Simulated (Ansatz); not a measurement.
Process, species as SMILES: P (PH3) → [PH2] (PH2) + H atom
B3LYP-D3(BJ)/def2-TZVP geometries, fixed; electronic energies without zero-point terms.

The bond dissociation energy at MP2 with Ansatz (a quantum-chemistry and plane-wave program), in kcal/mol, split into its Hartree-Fock and correlation parts. Cores are frozen. Open shells are unrestricted. No added dispersion term, no relativity. Functions are those of the species that has most.

```tsv
basis	X	functions	Hartree-Fock	MP2
cc-pV(D+d)Z	2	38	63.25	80.24
cc-pV(T+d)Z	3	81	63.65	84.26
cc-pV(Q+d)Z	4	154	63.71	85.59
cc-pV(5+d)Z	5	265	63.73	86.04
```

Worked estimate of the basis-set limit from each neighbouring pair, with Hartree-Fock from the larger set and the correlation part extrapolated as X^-3.
Correlation parts: X = 2: 16.99, X = 3: 20.61, X = 4: 21.88, X = 5: 22.31.
- (2,3): (27·(20.61) - 8·(16.99))/19 = 22.13; with Hartree-Fock 63.65 the estimate is 85.78 kcal/mol.
- (3,4): (64·(21.88) - 27·(20.61))/37 = 22.81; with Hartree-Fock 63.71 the estimate is 86.52 kcal/mol.
- (4,5): (125·(22.31) - 64·(21.88))/61 = 22.76; with Hartree-Fock 63.73 the estimate is 86.49 kcal/mol.
The last two estimates differ by 0.03 kcal/mol; the largest set lies 0.45 from the last. Over the last step Hartree-Fock moves by 0.02 and the correlation part by 0.43.
